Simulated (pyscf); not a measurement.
# Addition across a multiple bond or ene-type step: O=Ru(=O)=O (SMILES [O]=[Ru](=[O])=[O]) [singlet] + HF (SMILES F) → O=Ru(=O)(OH)–F (SMILES [O]=[Ru](=[O])([OH])[F]) [singlet]

Gas phase, singlet surface, charge 0. Bonds broken: F5–H6. Bonds formed: Ru2–F5, O4–H6. Optimised with ωB97X-D3(BJ)/def2-SVP in PySCF.

Transition state (Å):

```xyz
6

O     -0.0792     0.2923     1.5503
Ru    -0.9986    -0.4905     0.4395
O     -1.7386    -1.8797     0.9327
O     -2.1964     0.4656    -0.3952
F     -0.1260     0.4464    -1.3542
H     -1.1092     0.7369    -1.3225
```

One imaginary mode, 582i cm⁻¹; descent along it reached the two sides named.

```tsv
bond	change	reactant side (Å)	saddle	product side
F5–H6	breaks	0.928	1.026	2.128
Ru2–F5	forms	3.2	2.204	1.863
O4–H6	forms	2.041	1.455	0.977
```

Electronic energies relative to the separated reactants (eV):

```
level                   barrier  reaction energy  reverse barrier
----------------------  -------  ---------------  ---------------
ωB97X-D3(BJ)/def2-TZVP     0.59            -1.28             1.87
PBE/def2-TZVP              0.39            -1.10             1.49
r²SCAN/def2-TZVP           0.37            -1.28             1.65
B3LYP-D3(BJ)/def2-TZVP     0.55            -1.18             1.73
PBE0-D3(BJ)/def2-TZVP      0.50            -1.26             1.77
M06-2X/def2-TZVP           0.53            -1.30             1.83
ωB97M-D3(BJ)/def2-TZVP     0.62            -1.22             1.84
```

With ωB97M-D3(BJ)/def2-TZVP energies and thermal terms (ideal gas, 1 atm, RRHO with modes under 100 cm⁻¹ raised to 100, one conformer, R ln 2 for chiral ones without a mode under 150 cm⁻¹), in eV:

| T (K) | ΔH‡ | ΔG‡ | ΔH | ΔG |
|---|---|---|---|---|
| 298 | 0.59 | 1.01 | -1.13 | -0.71 |
| 600 | 0.57 | 1.44 | -1.12 | -0.29 |
| 900 | 0.58 | 1.88 | -1.10 | +0.12 |
| 1200 | 0.59 | 2.31 | -1.07 | +0.52 |

One saddle was located; it need not be the lowest between these sides. A restricted solution here is unstable towards spin polarisation, so biradical character is likely and single-reference numbers are less safe. Elements past Kr carry the def2 core potentials, without spin-orbit coupling.
